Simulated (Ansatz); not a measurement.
# CN (doublet): wave-function methods side by side at distance N1–C2 = 1.273 Å, 6-31G

How much of the correlation energy of CN (doublet) does each wave-function method recover here?

Program: Ansatz 0.2.0, Gaussian basis. Level of theory: 6-31G, core rule «outside noble gas», up to 2 orbitals frozen. These are calculated values, not measurements.

Plan: UHF; CCSD(T) on ROHF; CCSD(T) on UHF; BCCD(T) on ROHF; CISD; CCSDT(Q) on ROHF; CCSDT(Q) on UHF; CISDTQ; CCSDTQ on ROHF; CCSDTQ on UHF; CASSCF and MRCISD+Q, 3 electrons in 3 orbitals; CASSCF and NEVPT2, 3 electrons in 3 orbitals; CASSCF and MRCISD+Q, 9 electrons in 8 orbitals; CASSCF and NEVPT2, 9 electrons in 8 orbitals; Full CI.

27 further runs of the same task are left out: 7 for a known fault of the program, 17 that didn't finish, 3 set aside as unsound or not needed.

## (1) What is computed

The geometry derives from a PBE0/def2-TZVP stationary point (not a proven minimum). One bond is set to the value named and the two fragments are kept rigid.

2 atoms, charge 0, spin multiplicity 2.

Atoms are counted from 1 here; the program's logs count them from 0.

Bond lengths: N1–C2 1.273 Å.

Coordinates:

```xyz
2

N     0.0000    0.0000    0.0000
C     0.0000    0.0000    1.2730
```

## (2) UHF

File in.yaml:

```yaml
crystal:
  periodic: [false, false, false]
  atoms:
    - {symbol: N, position_ang: [0.000000, 0.000000, 0.000000]}
    - {symbol: C, position_ang: [0.000000, 0.000000, 1.273000]}
basis:
  gaussian: {orbitals: 6-31G}
magnetization: {spin_polarized: true, initial_magnetization: 1}
hamiltonian: {xc: hf}
output: {orbitals: {seedname: orbitals}}
```

On the command line:

```
> ansatz run in.yaml --threads 1 --pin off --events-out ev --progress --plain --max-ram 2393MiB
```

After this run come: CCSD(T) on ROHF; CCSD(T) on UHF; BCCD(T) on ROHF; CISD; CCSDT(Q) on ROHF; CCSDT(Q) on UHF; CISDTQ; CCSDTQ on ROHF; CCSDTQ on UHF; CASSCF and MRCISD+Q, 3 electrons in 3 orbitals; CASSCF and NEVPT2, 3 electrons in 3 orbitals; CASSCF and MRCISD+Q, 9 electrons in 8 orbitals; CASSCF and NEVPT2, 9 electrons in 8 orbitals; Full CI.

Q: Predict the results of all the runs planned. Wanted: FCI below the RHF energy; RMP2 from FCI; UMP2 from FCI; RCCSD from FCI; RCCSD(T) from FCI; UCCSD(T) from FCI; RCCSDT(Q) from FCI; UCCSDT(Q) from FCI; NEVPT2 valence from FCI.

**Answer**, as computed:

| quantity | value |
| --- | --- |
| FCI below the RHF energy | -6.4293 eV |
| RMP2 from FCI | +196.0 meV |
| UMP2 from FCI | +2068.6 meV |
| RCCSD from FCI | +399.0 meV |
| RCCSD(T) from FCI | +91.1 meV |
| UCCSD(T) from FCI | +157.7 meV |
| RCCSDT(Q) from FCI | -1.5 meV |
| UCCSDT(Q) from FCI | +17.7 meV |
| NEVPT2 valence from FCI | +423.9 meV |
| MRCISD+Q valence from FCI | +12.3 meV |
| levels within 1 kcal/mol (43 meV) | RCCSDT(Q), UCCSDT(Q), RCCSDTQ, UCCSDTQ, MRCISD+Q valence |
| T1 diagnostic | 0.051 |
| effectively unpaired electrons | 1.22 |

**Reading.** RCCSD(T) misses by +91.1 meV, 1.4 % of the correlation energy. CCSD(T) misses by +91.1 meV on the restricted determinant and by +157.7 meV on the unrestricted one; the two need not hold the same state or core. The occupations show some static correlation. Of the multireference levels listed MRCISD+Q valence comes nearest in total energy (+12.3 meV), which doesn't show that its space is the better one. Coupled cluster took another determinant than the lowest Hartree-Fock one. These misses are within one basis, not against nature; the frozen cores of restricted and unrestricted runs differ, which can shift their rows.
